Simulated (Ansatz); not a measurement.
# C4H5F: up Jacob's ladder to CCSD(T)

An exercise on one series of results from a longer session: the logs are not shown, and one member is left open.

Method: functionals in def2-TZVPP, the program's frozen cores in correlated methods; program: Ansatz 0.2.0, Gaussian basis.

Levels to be run: LDA (SPW92), PBE-D4, revPBE-D4, BLYP-D4, r2SCAN-D4, B97M-V, PBE0-D4, B3LYP-D4, r2SCANh-D4, r2SCAN0-D4, HSE06-D4, BHLYP-D4, CAM-B3LYP-D4, LC-ωPBE, ωB97X-V, ωB97M-V, B2PLYP, PBE-QIDH; CCSD(T)/def2-SVP; CCSD(T)/def2-TZVPP; MP2/def2-QZVPP; extrapolation to the limit; RPA on PBE.

### The geometry

The geometry comes from an earlier relaxation with PBE0-D4 in a triple-zeta def2 set; it is a stationary point, not always the lowest conformer.

SMILES `C=C=C(C)F`, 10 atoms, charge 0, spin multiplicity 1.

Atoms are counted from 1 here; the program's logs count them from 0.

Bond lengths: C1–C2 1.299 Å, C1–H6 1.087 Å, C1–H7 1.087 Å, C2–C3 1.302 Å, C3–C4 1.482 Å, C3–F5 1.353 Å, C4–H8 1.094 Å, C4–H9 1.089 Å, C4–H10 1.094 Å. Angles: C2–C1–H6 121.5°, C2–C1–H7 121.5°, H6–C1–H7 117.0°, C1–C2–C3 178.3°, C2–C3–C4 127.4°, C2–C3–F5 119.7°, C4–C3–F5 112.9°, C3–C4–H8 110.2°, C3–C4–H9 110.5°, C3–C4–H10 110.2°, H8–C4–H9 109.0°, H8–C4–H10 107.8°, H9–C4–H10 109.0°.

Set-up of the first run:

The input, in.yaml:

```yaml
crystal:
  periodic: [false, false, false]
  atoms:
    - {symbol: C, position_ang: [-1.208602, 1.454815, -0.932138]}
    - {symbol: C, position_ang: [-0.251593, 0.670992, -0.534481]}
    - {symbol: C, position_ang: [0.683468, -0.131333, -0.112376]}
    - {symbol: C, position_ang: [0.562171, -1.196940, 0.910567]}
    - {symbol: F, position_ang: [1.931737, -0.033850, -0.625513]}
    - {symbol: H, position_ang: [-1.400482, 2.408392, -0.447227]}
    - {symbol: H, position_ang: [-1.848953, 1.190005, -1.769452]}
    - {symbol: H, position_ang: [0.821275, -2.167380, 0.478016]}
    - {symbol: H, position_ang: [-0.455241, -1.240601, 1.296132]}
    - {symbol: H, position_ang: [1.249420, -1.005199, 1.739370]}
basis:
  gaussian: {orbitals: def2-TZVPP}
hamiltonian: {xc: lda}
output: {orbitals: {seedname: orbitals}}
```

Started as:

```
$ ansatz run in.yaml --threads 2 --pin off --events-out ev --progress --plain --max-ram 4352MiB
```

Steps of the session up to this table: LDA; PBE-D4 (GGA); revPBE-D4 (GGA); BLYP-D4 (GGA); r2SCAN-D4 (meta-GGA); B97M-V (meta-GGA); B3LYP-D4 (hybrid); r2SCANh-D4 (hybrid); r2SCAN0-D4 (hybrid); HSE06-D4 (hybrid); BHLYP-D4 (hybrid); CAM-B3LYP-D4 (range-separated); LC-ωPBE (range-separated); ωB97X-V (range-separated); ωB97M-V (range-separated); B2PLYP (double hybrid); PBE-QIDH (double hybrid).

One table of the session follows, with a row left open; its other results are not shown here.

It belongs to the step «Orbital energies across the functionals». 

```
  functional  HOMO (eV)  gap (eV)
 LDA (SPW92)      -5.99      4.35
      PBE-D4      -5.85      4.46
   revPBE-D4      -5.79      4.49
     BLYP-D4      -5.74      4.48
   r2SCAN-D4      -6.05      4.89
      B97M-V      -6.11      5.06
     PBE0-D4      -7.08      6.73
    B3LYP-D4      -6.89      6.30
  r2SCANh-D4      -6.52      5.73
  r2SCAN0-D4      -7.22      7.00
    HSE06-D4          ?         ?
    BHLYP-D4      -8.22      9.02
CAM-B3LYP-D4      -8.45      9.26
     LC-ωPBE      -9.78     11.79
     ωB97X-V      -9.41     11.35
     ωB97M-V      -9.30     11.12
```

Estimate the missing values for HSE06-D4.

As computed: HOMO (eV): -6.68; gap (eV): 5.95. In the column «HOMO (eV)» it lies between B3LYP-D4 (-6.89) and r2SCANh-D4 (-6.52).
